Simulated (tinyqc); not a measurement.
G0W0 on RHF in the sto-3g basis, for H2O, spin multiplicity 1, step by step. One step of it, computed by the program tinyqc.

Question. Integrals over molecular orbitals. (pq|rs) = sum C_ip C_jq C_kr C_ls (ij|kl), one index at a time.

coefficients C, order 1O 1s, 1O 2s, 1O 2px, 1O 2py, 1O 2pz, 2H 1s, 3H 1s:
$$\begin{pmatrix}
0.994402 & -0.237253 & 0.000000 & 0.100826 & 0.000000 & -0.111678 & 0.000000 \\
0.024385 & 0.873862 & 0.000000 & -0.515230 & 0.000000 & 0.686404 & 0.000000 \\
0.000000 & 0.000000 & 0.000000 & 0.000000 & 1.000000 & 0.000000 & 0.000000 \\
0.000000 & 0.000000 & 0.625934 & 0.000000 & 0.000000 & 0.000000 & 0.903596 \\
0.003560 & 0.100445 & 0.000000 & 0.721957 & 0.000000 & 0.784241 & 0.000000 \\
-0.004743 & 0.146652 & 0.454011 & 0.329426 & 0.000000 & -0.710870 & -0.762875 \\
-0.004743 & 0.146652 & -0.454011 & 0.329426 & 0.000000 & -0.710870 & 0.762875
\end{pmatrix}$$

core Hamiltonian H = T + V (hartree), order 1O 1s, 1O 2s, 1O 2px, 1O 2py, 1O 2pz, 2H 1s, 3H 1s:
$$\begin{pmatrix}
-32.603272 & -7.584958 & 0.000000 & 0.000000 & -0.016918 & -1.329260 & -1.329260 \\
-7.584958 & -9.225578 & 0.000000 & 0.000000 & -0.205580 & -3.069955 & -3.069955 \\
0.000000 & 0.000000 & -7.367675 & 0.000000 & 0.000000 & 0.000000 & 0.000000 \\
0.000000 & 0.000000 & 0.000000 & -7.470285 & 0.000000 & -1.618880 & 1.618880 \\
-0.016918 & -0.205580 & 0.000000 & 0.000000 & -7.457108 & -1.575894 & -1.575894 \\
-1.329260 & -3.069955 & 0.000000 & -1.618880 & -1.575894 & -4.663751 & -1.366584 \\
-1.329260 & -3.069955 & 0.000000 & 1.618880 & -1.575894 & -1.366584 & -4.663751
\end{pmatrix}$$

Two-electron integrals (ij|kl) in chemists' order, unique and non-zero (hartree):
```
(11|11) 4.785065    (21|11) 0.741380    (21|21) 0.136873    (22|11) 1.118947
(22|21) 0.256633    (22|22) 0.817206    (31|31) 0.024477    (32|31) 0.037809
(32|32) 0.180518    (33|11) 1.115814    (33|21) 0.256684    (33|22) 0.817023
(33|33) 0.880159    (41|41) 0.024477    (42|41) 0.037809    (42|42) 0.180518
(43|43) 0.047444    (44|11) 1.115814    (44|21) 0.256684    (44|22) 0.817023
(44|33) 0.785270    (44|44) 0.880159    (51|51) 0.024477    (52|51) 0.037809
(52|52) 0.180518    (53|53) 0.047444    (54|54) 0.047444    (55|11) 1.115814
(55|21) 0.256684    (55|22) 0.817023    (55|33) 0.785270    (55|44) 0.785270
(55|55) 0.880159    (61|11) 0.130520    (61|21) 0.023905    (61|22) 0.044572
(61|33) 0.044485    (61|41) 0.000805    (61|42) 0.001512    (61|44) 0.044628
(61|51) 0.000752    (61|52) 0.001412    (61|54) 0.000134    (61|55) 0.044610
(61|61) 0.004229    (62|11) 0.330113    (62|21) 0.076717    (62|22) 0.271996
(62|33) 0.267276    (62|41) 0.004218    (62|42) 0.032756    (62|44) 0.274701
(62|51) 0.003938    (62|52) 0.030581    (62|54) 0.006933    (62|55) 0.273748
(62|61) 0.013675    (62|62) 0.113811    (63|31) 0.007873    (63|32) 0.046391
(63|43) 0.006735    (63|53) 0.006288    (63|63) 0.015884    (64|11) 0.177697
(64|21) 0.041816    (64|22) 0.158282    (64|33) 0.151165    (64|41) 0.009881
(64|42) 0.064352    (64|44) 0.168750    (64|51) 0.001875    (64|52) 0.016768
(64|54) 0.010129    (64|55) 0.154751    (64|61) 0.007770    (64|62) 0.080467
(64|64) 0.072116    (65|11) 0.165896    (65|21) 0.039039    (65|22) 0.147770
(65|33) 0.141126    (65|41) 0.001875    (65|42) 0.016768    (65|44) 0.144967
(65|51) 0.009623    (65|52) 0.062045    (65|54) 0.010321    (65|55) 0.157050
(65|61) 0.007254    (65|62) 0.075123    (65|64) 0.052498    (65|65) 0.064895
(66|11) 0.482105    (66|21) 0.113852    (66|22) 0.464013    (66|33) 0.445550
(66|41) 0.007832    (66|42) 0.084757    (66|44) 0.474833    (66|51) 0.007312
(66|52) 0.079129    (66|54) 0.027338    (66|55) 0.471073    (66|61) 0.020455
(66|62) 0.248714    (66|64) 0.200666    (66|65) 0.187339    (66|66) 0.774606
(71|11) 0.130520    (71|21) 0.023905    (71|22) 0.044572    (71|33) 0.044485
(71|41) -0.000805   (71|42) -0.001512   (71|44) 0.044628    (71|51) 0.000752
(71|52) 0.001412    (71|54) -0.000134   (71|55) 0.044610    (71|61) 0.004172
(71|62) 0.013299    (71|64) 0.006924    (71|65) 0.007060    (71|66) 0.019725
(71|71) 0.004229    (72|11) 0.330113    (72|21) 0.076717    (72|22) 0.271996
(72|33) 0.267276    (72|41) -0.004218   (72|42) -0.032756   (72|44) 0.274701
(72|51) 0.003938    (72|52) 0.030581    (72|54) -0.006933   (72|55) 0.273748
(72|61) 0.013299    (72|62) 0.093521    (72|64) 0.045519    (72|65) 0.060152
(72|66) 0.168784    (72|71) 0.013675    (72|72) 0.113811    (73|31) 0.007873
(73|32) 0.046391    (73|43) -0.006735   (73|53) 0.006288    (73|63) 0.012667
(73|73) 0.015884    (74|11) -0.177697   (74|21) -0.041816   (74|22) -0.158282
(74|33) -0.151165   (74|41) 0.009881    (74|42) 0.064352    (74|44) -0.168750
(74|51) -0.001875   (74|52) -0.016768   (74|54) 0.010129    (74|55) -0.154751
(74|61) -0.006924   (74|62) -0.045519   (74|64) -0.009905   (74|65) -0.028647
(74|66) -0.073132   (74|71) -0.007770   (74|72) -0.080467   (74|74) 0.072116
(75|11) 0.165896    (75|21) 0.039039    (75|22) 0.147770    (75|33) 0.141126
(75|41) -0.001875   (75|42) -0.016768   (75|44) 0.144967    (75|51) 0.009623
(75|52) 0.062045    (75|54) -0.010321   (75|55) 0.157050    (75|61) 0.007060
(75|62) 0.060152    (75|64) 0.028647    (75|65) 0.050783    (75|66) 0.118962
(75|71) 0.007254    (75|72) 0.075123    (75|74) -0.052498   (75|75) 0.064895
(76|11) 0.134019    (76|21) 0.031478    (76|22) 0.122433    (76|33) 0.119245
(76|44) 0.121279    (76|51) 0.002439    (76|52) 0.023116    (76|55) 0.126639
(76|61) 0.005569    (76|62) 0.052405    (76|64) 0.031996    (76|65) 0.038880
(76|66) 0.122848    (76|71) 0.005569    (76|72) 0.052405    (76|74) -0.031996
(76|75) 0.038880    (76|76) 0.030485    (77|11) 0.482105    (77|21) 0.113852
(77|22) 0.464013    (77|33) 0.445550    (77|41) -0.007832   (77|42) -0.084757
(77|44) 0.474833    (77|51) 0.007312    (77|52) 0.079129    (77|54) -0.027338
(77|55) 0.471073    (77|61) 0.019725    (77|62) 0.168784    (77|64) 0.073132
(77|65) 0.118962    (77|66) 0.332566    (77|71) 0.020455    (77|72) 0.248714
(77|74) -0.200666   (77|75) 0.187339    (77|76) 0.122848    (77|77) 0.774606
```

Give: one-electron integrals over orbitals h = C^T H C; Two-electron integrals over orbitals.

Answer.

one-electron integrals over orbitals h = C^T H C (hartree):
$$\begin{pmatrix}
-32.5866 & 0.5637 & 0.0000 & -0.2280 & 0.0000 & 0.2546 & 0.0000 \\
0.5637 & -7.5865 & 0.0000 & 0.5253 & 0.0000 & -1.2501 & 0.0000 \\
0.0000 & 0.0000 & -6.1263 & 0.0000 & 0.0000 & 0.0000 & -1.7234 \\
-0.2280 & 0.5253 & 0.0000 & -6.6291 & 0.0000 & -1.2936 & 0.0000 \\
0.0000 & 0.0000 & 0.0000 & 0.0000 & -7.3677 & 0.0000 & 0.0000 \\
0.2546 & -1.2501 & 0.0000 & -1.2936 & 0.0000 & -5.4059 & 0.0000 \\
0.0000 & 0.0000 & -1.7234 & 0.0000 & 0.0000 & 0.0000 & -5.4734
\end{pmatrix}$$

Two-electron integrals over orbitals (pq|rs), unique and non-zero (hartree):
```
(11|11) 4.7464      (21|11) -0.4248     (21|21) 0.0602      (22|11) 1.0144
(22|21) -0.0145     (22|22) 0.7252      (31|31) 0.0112      (32|31) 0.0175
(32|32) 0.1335      (33|11) 0.7825      (33|21) -0.0048     (33|22) 0.6284
(33|33) 0.6084      (41|11) 0.1791      (41|21) -0.0232     (41|22) 0.0139
(41|33) 0.0061      (41|41) 0.0250      (42|11) -0.1517     (42|21) 0.0087
(42|22) -0.0174     (42|33) 0.0032      (42|41) 0.0170      (42|42) 0.1283
(43|31) -0.0033     (43|32) 0.0236      (43|43) 0.0548      (44|11) 0.9345
(44|21) -0.0117     (44|22) 0.6574      (44|33) 0.5751      (44|41) -0.0087
(44|42) -0.0939     (44|44) 0.7071      (51|51) 0.0260      (52|51) 0.0329
(52|52) 0.1483      (53|53) 0.0276      (54|51) -0.0130     (54|52) -0.0473
(54|54) 0.0507      (55|11) 1.1154      (55|21) -0.0120     (55|22) 0.7516
(55|33) 0.6140      (55|41) 0.0050      (55|42) -0.0820     (55|44) 0.6922
(55|55) 0.8802      (61|11) -0.2000     (61|21) 0.0306      (61|22) -0.0006
(61|33) 0.0009      (61|41) 0.0022      (61|42) 0.0213      (61|44) -0.0169
(61|55) -0.0054     (61|61) 0.0277      (62|11) 0.2746      (62|21) -0.0058
(62|22) 0.1359      (62|33) 0.0734      (62|41) 0.0187      (62|42) 0.0281
(62|44) 0.0625      (62|55) 0.1445      (62|61) 0.0109      (62|62) 0.0984
(63|31) 0.0032      (63|32) -0.0305     (63|43) -0.0331     (63|63) 0.0669
(64|11) 0.2657      (64|21) -0.0036     (64|22) 0.1191      (64|33) 0.0507
(64|41) 1.43e-06    (64|42) -0.0559     (64|44) 0.1319      (64|55) 0.1462
(64|61) -0.0030     (64|62) 0.0571      (64|64) 0.0975      (65|51) 0.0132
(65|52) 0.0515      (65|54) 0.0042      (65|65) 0.0355      (66|11) 0.8091
(66|21) -0.0076     (66|22) 0.6096      (66|33) 0.5612      (66|41) 0.0185
(66|42) 0.0467      (66|44) 0.5535      (66|55) 0.5911      (66|61) 0.0095
(66|62) 0.0989      (66|64) 0.0538      (66|66) 0.5963      (71|31) 0.0145
(71|32) 0.0215      (71|43) -0.0044     (71|63) 0.0036      (71|71) 0.0187
(72|31) 0.0145      (72|32) 0.0492      (72|43) -0.0347     (72|63) 0.0323
(72|71) 0.0179      (72|72) 0.0652      (73|11) 0.3658      (73|21) -0.0071
(73|22) 0.1527      (73|33) 0.0898      (73|41) -4.47e-04   (73|42) -0.0839
(73|44) 0.1384      (73|55) 0.1978      (73|61) -0.0063     (73|62) 0.0689
(73|64) 0.1014      (73|66) 0.0448      (73|73) 0.1615      (74|31) -0.0090
(74|32) -0.0767     (74|43) -0.0115     (74|63) 0.0504      (74|71) -0.0116
(74|72) -0.0153     (74|74) 0.0740      (75|53) 0.0237      (75|75) 0.0239
(76|31) 0.0076      (76|32) 0.0851      (76|43) 0.0584      (76|63) -0.0583
(76|71) 0.0096      (76|72) -0.0090     (76|74) -0.0614     (76|76) 0.1088
(77|11) 0.8259      (77|21) -0.0084     (77|22) 0.6068      (77|33) 0.5895
(77|41) 0.0041      (77|42) -0.0129     (77|44) 0.5780      (77|55) 0.6042
(77|61) -0.0033     (77|62) 0.0607      (77|64) 0.0450      (77|66) 0.5580
(77|73) 0.0839      (77|77) 0.5958
```
